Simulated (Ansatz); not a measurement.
Cost against result

Saddle point of Si2PH9, closed shell (Si₂H₆ ([SiH3][SiH3]) + PH₃ → Si₂PH₇ ([SiH3][SiH2][PH2]) + H₂; bonds formed: Si1–P7, H2–H6; bonds broken: Si1–H2, H6–P7), PBE0-D4/def2-TZVP structure:

```xyz
12
angstrom
Si -0.4121 -0.3200 -0.8913
H 1.3482 0.0956 -0.3287
H 0.1480 -0.8986 -2.1455
H -1.8662 -0.1437 -1.2532
Si -0.1709 -1.5627 1.0603
H 1.2498 1.1709 0.4388
P 0.0332 1.8119 -0.1640
H 0.3132 -0.6277 2.1149
H -1.4263 -2.2025 1.5466
H 0.8458 -2.6245 0.8422
H -0.8290 2.9627 0.0252
H 0.7662 2.3387 -1.2452
```

Barriers are electronic and count from the start structure reached by relaxing down the imaginary mode.

Program: Ansatz 0.2.0. Basis: as named in each row. Cores are frozen in the correlated methods. B3LYP uses VWN-RPA correlation. Extrapolation: Hartree–Fock as exp(−7.88 √X), correlation as X^−2.97.

Times are rough, for one single point on 4 threads of a shared host (Intel Xeon Platinum 8259CL).

The estimate by CCSD(T) at an estimated basis limit (MP2 extrapolated from triple and quadruple zeta, plus CCSD(T) − MP2 in triple zeta) is 60.59 kcal/mol.

```json
{"method": "HF", "basis": "STO-3G", "time (s)": "under 1", "barrier (kcal/mol)": "140.26", "method less estimate": "79.67"}
{"method": "PBE-D4", "basis": "STO-3G", "time (s)": "under 1", "barrier (kcal/mol)": "87.12", "method less estimate": "26.53"}
{"method": "SPW92", "basis": "def2-SVP", "time (s)": "under 1", "barrier (kcal/mol)": "43.40", "method less estimate": "-17.19"}
{"method": "PBE-D4", "basis": "def2-SVP", "time (s)": "under 1", "barrier (kcal/mol)": "50.40", "method less estimate": "-10.20"}
{"method": "B3LYP-D4", "basis": "6-31G", "time (s)": "under 1", "barrier (kcal/mol)": "71.56", "method less estimate": "10.97"}
{"method": "PBE0-D4", "basis": "def2-SVP", "time (s)": "1", "barrier (kcal/mol)": "55.97", "method less estimate": "-4.62"}
{"method": "SPW92", "basis": "def2-TZVPP", "time (s)": "1", "barrier (kcal/mol)": "41.36", "method less estimate": "-19.24"}
{"method": "PBE-D4", "basis": "def2-TZVPP", "time (s)": "2", "barrier (kcal/mol)": "48.14", "method less estimate": "-12.45"}
{"method": "BLYP-D4", "basis": "def2-TZVPP", "time (s)": "2", "barrier (kcal/mol)": "55.14", "method less estimate": "-5.45"}
{"method": "CCSD(T)", "basis": "def2-SVP", "time (s)": "2", "barrier (kcal/mol)": "69.39", "method less estimate": "8.80"}
{"method": "B3LYP-D4", "basis": "def2-TZVPP", "time (s)": "2", "barrier (kcal/mol)": "59.08", "method less estimate": "-1.52"}
{"method": "BHLYP-D4", "basis": "def2-TZVPP", "time (s)": "3", "barrier (kcal/mol)": "65.51", "method less estimate": "4.92"}
{"method": "r2SCAN-D4", "basis": "def2-TZVPP", "time (s)": "3", "barrier (kcal/mol)": "53.14", "method less estimate": "-7.46"}
{"method": "PBE0-D4", "basis": "def2-TZVPP", "time (s)": "3", "barrier (kcal/mol)": "53.30", "method less estimate": "-7.29"}
{"method": "CAM-B3LYP-D4", "basis": "def2-TZVPP", "time (s)": "3", "barrier (kcal/mol)": "63.11", "method less estimate": "2.52"}
{"method": "r2SCAN0-D4", "basis": "def2-TZVPP", "time (s)": "4", "barrier (kcal/mol)": "56.58", "method less estimate": "-4.01"}
{"method": "RPA on PBE", "basis": "def2-TZVPP", "time (s)": "4", "barrier (kcal/mol)": "63.82", "method less estimate": "3.23"}
{"method": "wB97M-V", "basis": "def2-SVP", "time (s)": "4", "barrier (kcal/mol)": "63.93", "method less estimate": "3.34"}
{"method": "PBE-QIDH", "basis": "def2-TZVPP", "time (s)": "6", "barrier (kcal/mol)": "58.58", "method less estimate": "-2.01"}
{"method": "B2PLYP", "basis": "def2-TZVPP", "time (s)": "6", "barrier (kcal/mol)": "62.34", "method less estimate": "1.75"}
{"method": "wB97X-V", "basis": "def2-TZVPP", "time (s)": "7", "barrier (kcal/mol)": "62.61", "method less estimate": "2.01"}
{"method": "B97M-V", "basis": "def2-TZVPP", "time (s)": "8", "barrier (kcal/mol)": "54.78", "method less estimate": "-5.82"}
{"method": "wB97M-V", "basis": "def2-TZVPP", "time (s)": "8", "barrier (kcal/mol)": "61.54", "method less estimate": "0.95"}
{"method": "MP2", "basis": "def2-QZVPP", "time (s)": "19", "barrier (kcal/mol)": "59.80", "method less estimate": "-0.79"}
{"method": "CCSD(T)", "basis": "def2-TZVPP", "time (s)": "46", "barrier (kcal/mol)": "62.76", "method less estimate": "2.17"}
```

All methods are single points on the PBE0-D4 structures.

The T1 diagnostic stays at or below 0.017.

Labels in which every atom is bracketed show which atoms are joined, not bond orders.
